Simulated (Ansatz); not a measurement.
# CHOSi: the cost of one run

Program: Ansatz 0.2.0, Gaussian basis. Level of theory: def2-QZVPP, core rule «outside noble gas», up to 7 orbitals frozen. These are calculated values, not measurements.

The runs, in order: UHF; ROHF; CCSD(T) on UHF.

4 further runs of the same task are left out: 4 set aside as unsound or not needed.

## (1) The geometry

The geometry is a PBE0/def2-TZVP stationary point (not a proven minimum) of the parent state, kept for this charge and spin.

4 atoms, charge 0, spin multiplicity 4.

Atoms are counted from 1 here; the program's logs count them from 0.

Bond lengths: C1–O2 1.287 Å, C1–H4 1.117 Å, O2–Si3 1.632 Å. Angles: O2–C1–H4 105.9°, C1–O2–Si3 170.9°.

As a file:

```xyz
4

C     0.0000   -0.1613    1.7769
O     0.0000    0.0328    0.5043
Si    0.0000    0.0197   -1.1276
H     0.0000    0.8540    2.2417
```

## (2) UHF

File in.yaml:

```yaml
crystal:
  periodic: [false, false, false]
  atoms:
    - {symbol: C, position_ang: [0.000000, -0.161310, 1.776890]}
    - {symbol: O, position_ang: [0.000000, 0.032795, 0.504320]}
    - {symbol: Si, position_ang: [0.000000, 0.019652, -1.127630]}
    - {symbol: H, position_ang: [0.000000, 0.854039, 2.241729]}
basis:
  gaussian: {orbitals: "def2-QZVPP.json"}
magnetization: {spin_polarized: true, initial_magnetization: 3}
hamiltonian: {xc: hf}
output: {orbitals: {seedname: orbitals}}
```

Launch:

```bash
> ansatz run in.yaml --threads 1 --pin off --events-out ev --progress --plain --max-ram 2393MiB
```

Q: Estimate wall time and peak memory on 1 thread of Arm Neoverse N1, shared host.

About 42 s, with a peak of 0.5 GiB.
